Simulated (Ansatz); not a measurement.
A made-up structure of CHOSi, doublet:

C1  (2.334, -0.689, -0.044)
Si2  (-0.237, 0.935, -0.144)
O3  (1.090, -0.027, -0.098)
H4  (0.978, -0.966, 0.081)
(Å)

It is relaxed with PBE-D4/def2-SVP and then PBE0-D4/def2-TZVP (Ansatz 0.2.0). Atoms count as bonded within 1.22 times the sum of their covalent radii (H–H: 0.88 Å). The end point is not checked to be a true minimum.

(1) Does its bonding change? (A judgement: the text doesn't fix the answer.)

## Answers

(1) The calculation gives: Yes. Formed: C1–H4; broken: O3–H4.

Where it ends: The first stage lowers the energy by 4.54 eV in 10 steps. It ends as CHOSi ([CH][O][Si]):
```
4
angstrom
C 1.9360 -0.6135 -0.0340
Si -0.2144 1.3391 -0.2144
O 0.9129 0.1652 -0.0974
H 1.5298 -1.6389 0.1401
```

Labels in which every atom is bracketed show which atoms are joined, not bond orders.

For scale, one of the runs: PBE0-D4/def2-TZVP relaxation, 105 basis functions, launched by `ansatz run in.yaml --threads 2 --pin off --events-out ev --progress --plain --max-ram 4352MiB`. The run took about 27 s on 2 CPU threads of an Arm Neoverse V1 (shared host).
